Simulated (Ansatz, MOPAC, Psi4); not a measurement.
Molecule: C3H3, net charge 0, doublet state. SMILES: C#C[CH2]
Geometry from a B3LYP-D3(BJ)/def2-TZVP (Ansatz, an electronic-structure program) optimisation:
```xyz
6

C     -0.0011     0.0113     0.1144
C     -0.0126     0.1308     1.3291
C      0.0118    -0.1223    -1.2430
H     -0.0226     0.2347     2.3859
H      0.9454    -0.1572    -1.7878
H     -0.9114    -0.1960    -1.8016
```
Charge 0, spin multiplicity 2.

Quantity: enthalpy of formation at 298 K, in kcal/mol. Conventions: non-relativistic; UHF or UKS for open shells; LANL2DZ all-electron up to Ne; frozen cores in correlated levels; no spin-orbit coupling; six Cartesian d functions in 6-31G* and its kin unless marked 5d; PM7 with its own dispersion and hydrogen-bond terms; no dispersion term unless named; 6-311+G** with 5d. Ab initio and DFT rows: single points at B3LYP-D3(BJ) geometries (Ansatz), with unscaled harmonic terms from B3LYP/6-31G* at its own minima, enthalpies of formation by atomisation with measured atoms. Semi-empirical rows: MOPAC heats of formation at their own minima for 298 K. A UHF reference is markedly spin-contaminated in at least one set, which strains HF and MP2.

```csv
level,program,enthalpy of formation at 298 K (kcal/mol)
PM7,MOPAC,73.0
HF/6-311+G**,Ansatz,242.2
B3LYP/def2-SVP,Ansatz,79.5
PBE0/6-31G*,Ansatz,79.7
wB97X-D/6-311+G**,Psi4,89.3
MP2/LANL2DZ,Ansatz,176.8
B2PLYP-D3(BJ)/def2-TZVPD,Ansatz + dftd3,86.5
```

No value to compare with is used here. The 6 habitual levels span 73.0 (PM7) to 242.2 kcal/mol (HF/6-311+G**); B2PLYP-D3(BJ)/def2-TZVPD gives 86.5.

The levels are drawn from those run, B3LYP/6-31G* more often than the rest, none by its result; runs whose electronic state is in doubt are left out.
